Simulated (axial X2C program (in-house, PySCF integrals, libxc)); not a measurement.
**Linear SiCO at several levels**

How do method and spin–orbit coupling move the bonds and stretches of SiCO, held linear?

The runs use an in-house X2C program for linear molecules on PySCF integrals; all-electron X2C, two-component (2c) or spin-free, Si dyall-v3z, C dyall-v3z, O dyall-av3z.

All values are calculated.

2 further runs of the same task are left out: 2 set aside as unsound or not needed.

## (1) The job

Input file task.json:

```json
{"zs": [14, 6, 8], "q": 0, "bas": ["dyall-v3z", "dyall-v3z", "dyall-av3z"], "r0": [1.86, 1.15], "symm": 0, "scan": ["PBE0", "HF", "r2SCAN"], "levels": ["PBE0", "HF", "TPSSh"], "nst": 2}
```

Keys: zs atomic numbers; q charge; bas basis sets; r0 starting distance in Å; symm equal bonds; scan levels of the two-bond scan (MP2 follows by itself at each HF point); levels methods; nst determinants followed.

The run is started by

```bash
$ python solin.py task.json out
```

Masses Si 27.977, C 12.000, O 15.995 u.

## (2) Scan at PBE0, 2c

State: Ω = 1 (beyond evenly filled blocks: ω = -1/2, ω = 3/2). Energies above the lowest point, from the job's result record:

```tsv
r(Si–C) (Å)	r(C–O) (Å)	E (meV)
1.7657	1.1251	73.12
1.7657	1.1540	23.07
1.7657	1.1828	57.63
1.8110	1.1251	42.11
1.8110	1.1540	0.00
1.8110	1.1828	42.19
1.8110	1.2117	153.15
1.8563	1.1251	49.14
1.8563	1.1540	14.69
1.8563	1.1828	64.22
1.9016	1.1540	58.13
1.9016	1.2117	239.66
```

A quadratic surface with cubic terms in each bond gives the minimum at 1.815 and 1.153 Å, force constants 2.88, 16.3 and coupling 0.90 mdyn/Å.

## (3) Scan at HF, 2c

State: Ω = 1 (beyond evenly filled blocks: ω = -1/2, ω = 3/2). Energies above the lowest point, from the job's result record:

```tsv
r(Si–C) (Å)	r(C–O) (Å)	E (meV)
1.7657	1.1251	54.01
1.7657	1.1540	100.39
1.7657	1.1828	227.26
1.8110	1.1251	10.21
1.8110	1.1540	69.60
1.8110	1.1828	209.27
1.8110	1.2117	414.00
1.8563	1.1251	0.00
1.8563	1.1540	71.83
1.8563	1.1828	223.89
1.9016	1.1540	97.23
1.9016	1.2117	489.93
```

A quadratic surface with cubic terms in each bond gives the minimum at 1.857 and 1.117 Å, force constants 1.78, 19.4 and coupling 1.51 mdyn/Å.

## (4) Scan at r2SCAN, 2c

State: Ω = 1 (beyond evenly filled blocks: ω = -1/2, ω = 3/2). Energies above the lowest point, from the job's result record:

```tsv
r(Si–C) (Å)	r(C–O) (Å)	E (meV)
1.7657	1.1251	90.02
1.7657	1.1540	23.92
1.7657	1.1828	42.28
1.8110	1.1251	59.16
1.8110	1.1540	0.00
1.8110	1.1828	25.01
1.8110	1.2117	118.63
1.8563	1.1251	67.04
1.8563	1.1540	14.54
1.8563	1.1828	45.90
1.9016	1.1540	58.81
1.9016	1.2117	201.85
```

A quadratic surface with cubic terms in each bond gives the minimum at 1.814 and 1.159 Å, force constants 2.95, 15.6 and coupling 0.78 mdyn/Å.

## (5) Comparison

| level | r(Si–C) (Å) | r(C–O) (Å) | lower stretch (cm⁻¹) | upper stretch (cm⁻¹) |
| --- | --- | --- | --- | --- |
| PBE0, 2c | 1.815 | 1.153 | 586.7 | 2004.5 |
| HF, 2c | 1.857 | 1.117 | 462.3 | 2125.1 |
| r2SCAN, 2c | 1.814 | 1.159 | 592.0 | 1973.9 |
| MP2, 2c | 1.827 | 1.161 | 580.8 | 1992.4 |
| PBE0, spin-free | 1.815 | 1.153 | 586.9 | 2004.6 |
| HF, spin-free | 1.857 | 1.117 | 462.7 | 2125.1 |
| r2SCAN, spin-free | 1.814 | 1.159 | 592.2 | 1973.9 |
| MP2, spin-free | 1.827 | 1.161 | 581.0 | 1992.4 |

Scans not shown above were run alike.

In words: Over the levels the Si–C bond spans 1.814 to 1.857 Å and the C–O bond 1.117 to 1.161 Å. At PBE0 spin–orbit coupling leaves both bonds unchanged to 0.001 Å. Each state is one determinant, the lowest of a limited PBE0 search; the stretches come from a fit to few points and are good to some per cent at best. The lower stretch spreads by more than a fifth over the levels, so it depends strongly on the method. MP2 freezes inner shells (threshold -2 hartree). The molecule was held linear; bending was not examined, so a bent shape may lie lower. Open-shell Ω = 0 determinants with evenly filled partner blocks cannot be reached by this program, so the Ω shown need not be the lowest component. Note: several unpaired electrons, one determinant need not be a pure state.
